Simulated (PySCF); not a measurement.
Compound: C₄H₆FN.
SMILES with atom numbers: `[H]/[N:1]=[CH:2]/[CH2:3]/[CH:4]=[CH:5]/[F:6]` (hydrogens: H7 on N1; H8 on C2; H9, H10 on C3; H11 on C4; H12 on C5)

Geometry (GFN2-xTB, Å), atoms numbered from 1 in this order:
```
atom  x, y, z in Å
N1     2.428   -0.103    0.869
C2     1.421   -0.158    0.127
C3     0.106   -0.633    0.671
C4    -0.928    0.435    0.507
C5    -1.942    0.342   -0.330
F6    -2.840    1.332   -0.469
H7     3.286    0.229    0.436
H8     1.395    0.130   -0.934
H9     0.240   -0.875    1.726
H10   -0.195   -1.530    0.125
H11   -0.799    1.332    1.096
H12   -2.172   -0.502   -0.966
```

Method used: PySCF, TDDFT wB97X-D/def2-SVPD, vertical, gas phase, core orbitals frozen in the response.

Kohn–Sham orbitals with the atoms that hold most of them (Löwdin shares over 4%, at most four atoms; ? is withheld):

```tsv
orbital	ε (eV)	atoms
LUMO+2	2.52	C2 26%, C5 14%, H8 12%, N1 11%
LUMO+1	2.46	C5 30%, C4 15%, H12 11%, C2 10%
LUMO	1.21	C2 26%, N1 25%, C5 13%, C4 12%
HOMO	?	?
HOMO-1	-9.81	?
HOMO-2	-11.24	N1 44%, C2 28%, C3 10%, C4 5%
HOMO-3	-12.60	F6 27%, C5 17%, C4 16%, C3 11%
```

Q: Which atoms hold the HOMO, and with what shares?

A: N1 (bonded to C and H) 23%; C4 (bonded to 2 C and H) 19%; C5 (bonded to C, F and H) 19%; C2 (bonded to C, N and H) 10%. By element: carbon 48% or more, nitrogen 23%.

Q: Which atoms hold the HOMO-1, and with what shares?

A: N1 (bonded to C and H) 40%; C4 (bonded to 2 C and H) 16%; C5 (bonded to C, F and H) 12%; C2 (bonded to C, N and H) 10%. By element: nitrogen 40%, carbon 38% or more.

Q: What is the HOMO energy, and the HOMO–LUMO gap?

A: ε(HOMO) = -9.34 eV; the gap is 10.55 eV (0.3876 hartree).

Q: The HOMO–LUMO gap is 10.55 eV. Where does the response calculation put the lowest singlet, and from which orbitals?

A: S1 is at 5.23 eV (f = 0.0054), 5.32 eV below the gap, made of HOMO→LUMO (47%), HOMO-1→LUMO (37%). 

Next come S2 at 6.70 eV (f 0.187), HOMO-1→LUMO (48%), HOMO→LUMO (47%); S3 at 7.53 eV (f 0.0052), HOMO→LUMO+2 (41%), HOMO-1→LUMO+2 (14%), HOMO-1→LUMO+3 (13%); S4 at 7.60 eV (f 0.126), HOMO→LUMO+1 (67%), HOMO-1→LUMO+1 (13%); S5 at 7.91 eV (f 0.104), HOMO→LUMO+3 (38%), HOMO→LUMO+2 (36%), HOMO-1→LUMO+1 (9%).

Löwdin shares depend on the basis, the more so with diffuse functions.

One conformer stands for the species.
